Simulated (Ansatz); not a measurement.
Chalcopyrite CuGaSe2, treated with PBE0 (Ansatz, a quantum-chemistry and plane-wave program, plane waves, PAW).

Numerical settings: plane-wave cutoff 460 eV, 6×6×6 k mesh, Fermi–Dirac smearing 0.01 eV, no spin polarisation, scalar-relativistic PAW data made under PBE.

Cell (measured lattice):

```yaml
crystal:
  lattice:
    - [2.80955, -2.80955, 5.51300]
    - [-2.80955, 2.80955, 5.51300]
    - [-2.80955, -2.80955, -5.51300]
  atoms:
    - { symbol: Ga, position: [0.50000, 0.50000, 0.00000] }
    - { symbol: Ga, position: [0.25000, 0.75000, 0.50000] }
    - { symbol: Cu, position: [0.00000, 0.00000, 0.00000] }
    - { symbol: Cu, position: [0.75000, 0.25000, 0.50000] }
    - { symbol: Se, position: [0.87500, 0.87438, 0.49938] }
    - { symbol: Se, position: [0.12562, 0.62500, 0.00062] }
    - { symbol: Se, position: [0.37500, 0.37562, 0.50062] }
    - { symbol: Se, position: [0.62438, 0.12500, 0.99938] }
```

Problem. Predict the band gap.

Solution. 
- band gap = 2.03 eV (on the SCF k mesh) (direct)

Measured, for comparison: band gap 1.67 eV (temperature not stated, not corrected to a static lattice, direct or pseudo-direct at Γ; as tabulated in Ghosh et al. (2024), arXiv:2401.16805).

Note: cell and atoms aren't relaxed at this level (pressure 1.1 GPa).

Spin–orbit coupling is not included.

Computed values are for the static lattice.
